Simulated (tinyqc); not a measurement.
Inside a calculation. Method: Pariser-Parr-Pople SCF with singles CI, for the molecule C1=CC=C1 (SMILES; centres numbered as the heavy atoms are written). One step of it, computed by the program tinyqc.

Problem. PPP integrals. Mataga-Nishimoto: gamma = 14.399645/(R + a), a = 2 x 14.399645/(gamma_rr + gamma_ss); H_rr = -W_r - sum_(s != r) z_s gamma_rs; H_rs = beta for bonds.

Centres (angstrom, eV; a flat drawing with bonds scaled to 1.40 angstrom):
```
centre          x          y  core charge z          W   gamma_rr
1C       0.990000   0.000000              1  11.160000  11.130000
2C       0.000000   0.990000              1  11.160000  11.130000
3C      -0.990000   0.000000              1  11.160000  11.130000
4C       0.000000  -0.990000              1  11.160000  11.130000
```

Resonance integrals (eV):
```
i  j       beta
1  2  -2.390000
2  3  -2.390000
3  4  -2.390000
4  1  -2.390000
```

Give: repulsion gamma_rs; core matrix H.

Solution.

repulsion gamma_rs (eV):
```
        1C      2C      3C      4C
1C  11.130   5.345   4.398   5.345
2C   5.345  11.130   5.345   4.398
3C   4.398   5.345  11.130   5.345
4C   5.345   4.398   5.345  11.130
```

core matrix H (eV):
```
         1C       2C       3C       4C
1C  -26.249   -2.390    0.000   -2.390
2C   -2.390  -26.249   -2.390    0.000
3C    0.000   -2.390  -26.249   -2.390
4C   -2.390    0.000   -2.390  -26.249
```
